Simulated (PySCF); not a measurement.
# Two structures, one formula

The two ends of one reaction step of BNH3F, closed shell (PBE0-D4/def2-TZVP).

A:

| atom | x (Å) | y (Å) | z (Å) |
| --- | --- | --- | --- |
| B1 | -0.3433 | 0.6781 | 0.6311 |
| H2 | 2.0159 | -0.8562 | -0.8279 |
| N3 | -1.4128 | 0.2648 | 0.1756 |
| H4 | 1.3500 | -1.0756 | -1.0853 |
| F5 | 0.7774 | 1.1104 | 1.1103 |
| H6 | -2.2789 | -0.0523 | -0.1828 |

B:

```xyz
6
angstrom
B 0.4889 0.2775 0.3206
H 1.6452 0.0289 0.1414
N -0.5167 -0.3652 -0.3911
H -0.3226 -1.0633 -1.0854
F 0.1578 1.1995 1.2315
H -1.4942 -0.1692 -0.2543
```

Computed with PySCF 2.14 with density fitting (its default auxiliary sets; JK sets also for MP2 and CCSD(T)) (basis: def2-TZVPP); correlated methods freeze the cores. B3LYP uses VWN-RPA correlation.

(1) Which structure is lower at CCSD(T), and by how much? (An estimate is asked for; the value comes from the calculation.)

T1 diagnostic: at most 0.013.

Results:

(1) The calculation gives: B, by 2.275 eV (electronic energy, against the other). By their contacts, A is a complex of BNHF ([NH][B][F]) + H₂ and B is BNH₃F ([NH2][BH][F]).

All methods give the same order:

| method | E(B) − E(A) (eV) |
| --- | --- |
| SPW92 | -2.466 |
| PBE-D4 | -2.212 |
| r2SCAN-D4 | -2.302 |
| PBE0-D4 | -2.379 |
| B3LYP-D4 | -2.200 |
| BHLYP-D4 | -2.391 |
| wB97M-V | -2.280 |
| HF | -2.424 |
| MP2 | -2.222 |
| CCSD | -2.324 |
| CCSD(T) | -2.275 |

Labels in which every atom is bracketed show which atoms are joined, not bond orders.

For scale, one of the runs: CCSD(T)/def2-TZVPP, 135 basis functions, launched by `OMP_NUM_THREADS=4 python run.py`. Hardware: 4 CPU threads of an Arm Neoverse V2, shared host. Wall time 73 s; peak host memory 0.74 GiB.
